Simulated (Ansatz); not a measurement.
AlH₃NO (`[NH2][Al][OH]`) radical, relaxed with UKS PBE0-D4/def2-TZVP in the Gaussian-basis code of Ansatz from a PBE-D4/def2-SVP geometry. The force threshold is 0.005 eV/Å; the program also tests the step.

Total charge 0; spin multiplicity 2.

Start:

```xyz
6

N    -1.015   -0.697    0.113
Al    0.730   -0.347    0.286
O     1.258    1.204   -0.285
H    -1.696   -0.051   -0.298
H    -1.472   -1.562    0.404
H     2.194    1.453   -0.220
```

| step | energy (eV) | largest force (eV/Å) | largest move (Å) |
| --- | --- | --- | --- |
| 1 | -10178.9687 | 0.626 | 0.000 |
| 2 | -10178.9932 | 0.326 | 0.022 |
| 3 | -10178.9982 | 0.079 | 0.013 |
| 4 | -10178.9991 | 0.042 | 0.013 |
| 5 | -10178.9993 | 0.035 | 0.008 |
| 6 | -10178.9993 | 0.007 | 0.001 |
| 7 | -10178.9993 | 0.002 | 0.001 |

End:

```xyz
6

N    -1.005   -0.689    0.111
Al    0.722   -0.350    0.288
O     1.249    1.172   -0.275
H    -1.669   -0.046   -0.294
H    -1.458   -1.541    0.396
H     2.161    1.454   -0.226
```

Hardware: 2 threads of a server CPU on a shared host. Wall time 15 s, peak host memory 0.25 GiB.
